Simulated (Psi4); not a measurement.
Reaction (SMILES): PP (P2H4) + [H][H] (H2) → 2 P (PH3)
B3LYP-D3(BJ)/def2-TZVP geometries, fixed; electronic energies without zero-point terms.

Effect of the grid (radial, spherical points) at PBE/cc-pV(T+d)Z with Psi4, against the last row, where the energy of full hydrogenation is -3.50 kcal/mol. Cost is core time over that of grid: 35, 110, rough, on shared machines of one kind.

```
setting         grid points, largest species  largest shift of a total energy (mEh)  shift of the energy of full hydrogenation (kcal/mol)  cost
--------------  ----------------------------  -------------------------------------  ----------------------------------------------------  ----
grid: 35, 110                          22481                                  1.661                                                -0.091    1×
grid: 50, 194                          56480                                  0.016                                                 0.009    1×
grid: 75, 302                         129878                                 -0.006                                                 0.005    2×
grid: 99, 590                         333286                                  0.000                                                 0.000    2×
grid: 150, 974                        831200                                  0.000                                                 0.000    5×
```

Within 0.05 kcal/mol in the energy of full hydrogenation: grid: 50, 194; grid: 75, 302; grid: 99, 590. The largest shift is 1.661 mEh in a total energy and 0.091 kcal/mol in the difference.
